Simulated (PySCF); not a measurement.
**AlCl₂−, a complex of two parts: interaction energy**

One table from this session's results is given with a row withheld; the runs are named, their logs left out.

Computed with PySCF 2.14.0; each step states its level. No surroundings beyond the atoms listed, unless a continuum is named. Atoms count from 0, parts from 1.

## The system as given

3 atoms, charge -1, multiplicity 1; geometry: GFN2-xTB. Parts: 1 = atoms 0–1, `[Al][Cl]`, charge 0; 2 = atom 2, `[Cl-]`, charge -1.

The first run:

What the job is given:

```
{"job": {"xc": "PBE0", "basis": "def2-SVPD", "d3": "d3bj", "grid": 2, "kind": "geom"}, "charge": -1, "multiplicity": 1, "parts": [{"atoms": "0-1", "charge": 0, "multiplicity": 1}, {"atoms": "2-2", "charge": -1, "multiplicity": 1}]}
Al     0.319729    -0.975070     0.718031
Cl    -0.149638     0.503022    -0.887213
Cl     0.957781    -2.691552    -0.557515
```

Launch:

```bash
$ OMP_NUM_THREADS=1 python cluster_run.py task.json out
```

This one command runs all jobs of the session in turn.

Steps of the session up to this table: Optimising the geometry at PBE0-D3(BJ)/def2-SVPD; Coupled-cluster interaction energy: CCSD(T) and MP2, 2.08 Å; Coupled-cluster interaction energy: CCSD(T) and MP2, 2.19 Å; Coupled-cluster interaction energy: CCSD(T) and MP2, 2.31 Å; Coupled-cluster interaction energy: CCSD(T) and MP2, 2.54 Å; Coupled-cluster interaction energy: CCSD(T) and MP2, 2.88 Å; Coupled-cluster interaction energy: CCSD(T) and MP2, 3.46 Å; Coupled-cluster interaction energy: CCSD(T) and MP2, 4.61 Å.

One of the session's tables, all rows but one given; the rest of the session is left out.

It belongs to the step «Coupled-cluster interaction energy: CCSD(T) and MP2, 4.61 Å». 

```
                 method  interaction energy (kcal/mol)
         HF/aug-cc-pVDZ                              ?
        MP2/aug-cc-pVDZ                          -7.24
       CCSD/aug-cc-pVDZ                          -7.03
    CCSD(T)/aug-cc-pVDZ                          -7.05
         HF/aug-cc-pVTZ                          -7.08
        MP2/aug-cc-pVTZ                          -7.40
    SCS-MP2/aug-cc-pVTZ                          -7.24
      MP2, extrapolated                          -7.45
CCSD(T), limit estimate                          -7.26
```

Q: Estimate the row for HF/aug-cc-pVDZ from the others.

The run gave: interaction energy (kcal/mol): -7.02. In the column «interaction energy (kcal/mol)» it is the highest.
